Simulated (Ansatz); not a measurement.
Reaction (SMILES): FCF → C atom + 2 F atom + 2 H atom
B3LYP-D3(BJ)/def2-TZVP geometries, fixed; electronic energies without zero-point terms.

Effect of a fitting basis named in the input at MP2/def2-TZVPP with Ansatz (an electronic-structure program), against the last row, where the atomisation energy is 439.62 kcal/mol. Cores are frozen. Open shells are unrestricted. The default fits or decomposes integrals by the program's own choice; accuracy: high also tightens integrals, grids and stops.

```json
[
 {"setting": "fitting: def2-universal-jkfit and def2-SVP-RIFIT", "largest shift of a total energy (mEh)": "-6.188", "shift of the atomisation energy (kcal/mol)": "0.059"},
 {"setting": "fitting: def2-universal-jkfit and cc-pVDZ-RIFIT", "largest shift of a total energy (mEh)": "-3.843", "shift of the atomisation energy (kcal/mol)": "0.158"},
 {"setting": "fitting: def2-universal-jkfit and cc-pVTZ-RIFIT", "largest shift of a total energy (mEh)": "0.204", "shift of the atomisation energy (kcal/mol)": "-0.046"},
 {"setting": "fitting: def2-universal-jkfit and aug-cc-pVTZ-RIFIT", "largest shift of a total energy (mEh)": "0.197", "shift of the atomisation energy (kcal/mol)": "-0.056"},
 {"setting": "fitting: def2-universal-jkfit and cc-pVQZ-RIFIT", "largest shift of a total energy (mEh)": "0.195", "shift of the atomisation energy (kcal/mol)": "-0.054"},
 {"setting": "fitting: def2-universal-jkfit and aug-cc-pVQZ-RIFIT", "largest shift of a total energy (mEh)": "0.187", "shift of the atomisation energy (kcal/mol)": "-0.051"},
 {"setting": "accuracy: high", "largest shift of a total energy (mEh)": "-0.003", "shift of the atomisation energy (kcal/mol)": "0.000"},
 {"setting": "accuracy: medium (default)", "largest shift of a total energy (mEh)": "0.000", "shift of the atomisation energy (kcal/mol)": "0.000"}
]
```

Within 0.02 kcal/mol in the atomisation energy: accuracy: high. The largest shift is 6.188 mEh in a total energy and 0.158 kcal/mol in the difference.
